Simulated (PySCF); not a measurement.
# One shape, several levels: C2H4ClF (1-chloro-2-fluoroethane)

We compute a comparison of 6 runs (B3LYP/6-311+G**, BHLYP/6-311+G**, BLYP/6-311+G**, M06-L/6-311+G**, r2SCAN/6-311+G**, CCSD(T)/6-311+G**) of C2H4ClF (1-chloro-2-fluoroethane). The job is set up through a Python script.

The calculation is run with PySCF 2.14.0.

## 1. Starting point

C2H4ClF has 8 atoms, charge 0, and is taken as a singlet. SMILES: `FCCCl`. Geometry: relaxed at PBE0-D4/def2-TZVP. This is one conformer, not always the lowest.

Bond lengths: F1–C2 1.375 Å, C2–C3 1.501 Å, C3–Cl4 1.778 Å, C2–H5 1.093 Å, C2–H6 1.096 Å, C3–H7 1.090 Å, C3–H8 1.091 Å. Some angles: F1–C2–C3 110.9°, C2–C3–Cl4 112.2°, F1–C2–H5 108.3°, F1–C2–H6 108.0°, C3–C2–H5 111.2°, C3–C2–H6 109.0°, C2–C3–H7 110.7°, C2–C3–H8 109.7°, Cl4–C3–H7 107.4°, Cl4–C3–H8 107.5°.

## 2. The energy at B3LYP/6-311+G(d,p) (run 1)

job.py reads:

```python
from pyscf import gto, dft

mol = gto.M(
    atom='''
F     -2.526526     0.941367     1.947363
C     -0.271289     1.268044     0.697101
C      0.567768    -1.152582    -0.521035
Cl    -1.434926    -2.055304    -3.063038
H     -0.517615     2.763195    -0.707098
H      1.152015     1.854124     2.083555
H      0.560852    -2.694050     0.844367
H      2.469721    -0.924794    -1.281197
''',
    charge=0,
    max_memory=1860,
    verbose=4,
    unit='bohr',
    basis='6-311+g**',
)

mf = dft.RKS(mol, xc='b3lyp')
mf.conv_tol = 1e-10
mf.grids.level = 5
mf.kernel()
if not mf.converged:
    mf = mf.newton().run(mf.mo_coeff, mf.mo_occ)

e_tot = mf.e_tot
print('E(%s) = %.9f' % ('B3LYP', e_tot))
```

Command:

```
$ OMP_NUM_THREADS=1 python job.py
```

The program printed:

```text
PySCF version 2.14.0

[... 76 lines left out ...]
converged SCF energy = -638.741373194209
E(B3LYP) = -638.741373194
```

It took 24 s on 1 thread of Arm Neoverse V2, shared host; peak memory 0.67 GiB.

## 3. A single-point energy at BHLYP/6-311+G(d,p) (run 2)

run.py reads:

```python
from pyscf import gto, dft

mol = gto.M(
    atom='''
F     -1.336980     0.498150     1.030500
C     -0.143560     0.671020     0.368890
C      0.300450    -0.609920    -0.275720
Cl    -0.759330    -1.087620    -1.620890
H     -0.273910     1.462220    -0.374180
H      0.609620     0.981160     1.102570
H      0.296790    -1.425630     0.446820
H      1.306920    -0.489380    -0.677980
''',
    verbose=3,
    basis='6-311+g**',
    max_memory=1860,
    charge=0,
    spin=0,
)

mf = dft.RKS(mol)
mf.xc = 'bhandhlyp'
mf.conv_tol = 1e-10
mf.grids.level = 5
mf.kernel()
if not mf.converged:
    mf = mf.newton().run(mf.mo_coeff, mf.mo_occ)

e_final = mf.e_tot
print('Final energy', e_final)
```

Command:

```
$ OMP_NUM_THREADS=1 python run.py
```

The program printed:

```text
converged SCF energy = -638.633168528964
Final energy -638.6331685289636
```

Wall time 24 s (1 thread of Arm Neoverse V2, shared host); peak memory 0.66 GiB.

Run 3 isn't shown in full; the table further down has it.

## 4. The energy at M06-L/6-311+G(d,p) (run 4)

calc.py reads:

```python
from pyscf import gto, dft

molecule = gto.M(
    atom='''
F     -2.526526     0.941367     1.947363
C     -0.271289     1.268044     0.697101
C      0.567768    -1.152582    -0.521035
Cl    -1.434926    -2.055304    -3.063038
H     -0.517615     2.763195    -0.707098
H      1.152015     1.854124     2.083555
H      0.560852    -2.694050     0.844367
H      2.469721    -0.924794    -1.281197
''',
    verbose=3,
    max_memory=1860,
    unit='bohr',
    basis='6-311+g**',
)

ks = dft.RKS(molecule, xc='m06-l')
ks.conv_tol = 1e-10
ks.grids.level = 5
ks.kernel()
if not ks.converged:
    ks = ks.newton().run(ks.mo_coeff, ks.mo_occ)

e_tot = ks.e_tot
print('E(%s) = %.9f' % ('M06-L', e_tot))
```

Command:

```
$ OMP_NUM_THREADS=1 python calc.py
```

The program printed:

```text
converged SCF energy = -638.684967523882
E(M06-L) = -638.684967524
```

It took 55 s on 1 thread of Arm Neoverse V2, shared host; peak memory 0.7 GiB.

Run 5 isn't shown in full; the table further down has it.

## 5. The energy at CCSD(T)/6-311+G(d,p) (run 6)

job.py reads:

```python
from pyscf import gto, scf, cc

mol = gto.M(
    atom='''
F     -1.336980     0.498150     1.030500
C     -0.143560     0.671020     0.368890
C      0.300450    -0.609920    -0.275720
Cl    -0.759330    -1.087620    -1.620890
H     -0.273910     1.462220    -0.374180
H      0.609620     0.981160     1.102570
H      0.296790    -1.425630     0.446820
H      1.306920    -0.489380    -0.677980
''',
    charge=0,
    basis='6-311+g**',
    verbose=3,
    spin=0,
    max_memory=1860,
)

hf = scf.RHF(mol)
hf.conv_tol = 1e-10
hf.kernel()
if not hf.converged:
    hf = hf.newton().run(hf.mo_coeff, hf.mo_occ)

mycc = cc.CCSD(hf, frozen=8)
mycc.kernel()
e_t = mycc.ccsd_t()
etot = mycc.e_tot + e_t
print('E(%s) = %.9f' % ('CCSD(T)', etot))
```

Command:

```
$ OMP_NUM_THREADS=1 python job.py
```

The program printed:

```text
converged SCF energy = -637.056999881682
E(CCSD) = -637.7377059341007  E_corr = -0.6807060524189376
CCSD(T) correction = -0.0198366888533544
E(CCSD(T)) = -637.757542623
```

Wall time 2.2 min (1 thread of Arm Neoverse V2, shared host); peak memory 1.7 GiB.

## 6. Overview of the runs

| run | level | integration grid | frozen core orbitals | energy (Eh) | dipole moment (D) of the reference | HOMO energy (eV) | LUMO energy (eV) | wall time |
| --- | --- | --- | --- | --- | --- | --- | --- | --- |
| 1 | B3LYP/6-311+G** | 5 | – | -638.741373 | 2.90 | -8.41 | -0.17 | 24 s |
| 2 | BHLYP/6-311+G** | 5 | – | -638.633169 | 3.04 | -9.98 | 0.54 | 24 s |
| 3 | BLYP/6-311+G** | 5 | – | -638.668492 | 2.79 | -7.11 | -0.63 | 24 s |
| 4 | M06-L/6-311+G** | 5 | – | -638.684968 | 2.78 | -7.49 | -0.25 | 55 s |
| 5 | r2SCAN/6-311+G** | 5 | – | -638.598546 | 2.89 | -7.56 | -0.24 | 55 s |
| 6 | CCSD(T)/6-311+G** | – | 8 | -637.757543 | 3.21 | -12.05 | 1.75 | 2.2 min |

## 7. Outcome

| quantity | value |
| --- | --- |
| run 6: total energy | -637.75754 Eh |
| run 6: dipole moment (Hartree–Fock density) | 3.21 D |
| run 6: HOMO energy (Hartree–Fock orbitals) | -12.05 eV |
| run 6: LUMO energy (Hartree–Fock orbitals) | 1.75 eV |
| run 6: HOMO–LUMO gap (Hartree–Fock orbitals) | 13.79 eV |
| run 6: correlation energy (8 core orbitals frozen) | -700.5 mEh |
| run 6: (T) correction | -19.84 mEh |
| run 6: T1 diagnostic | 0.010 |

In words: Over runs 1, 2, 3, 4, 5 the dipole moment (its size) runs from 2.78 D (M06-L/6-311+G**) to 3.04 D (BHLYP/6-311+G**). Over runs 1, 2, 3, 4, 5 the HOMO–LUMO gap runs from 6.48 eV (BLYP/6-311+G**) to 10.52 eV (BHLYP/6-311+G**). Totals of different functionals can't be ranked against each other. All runs together took 5.2 min, the longest 2.2 min.
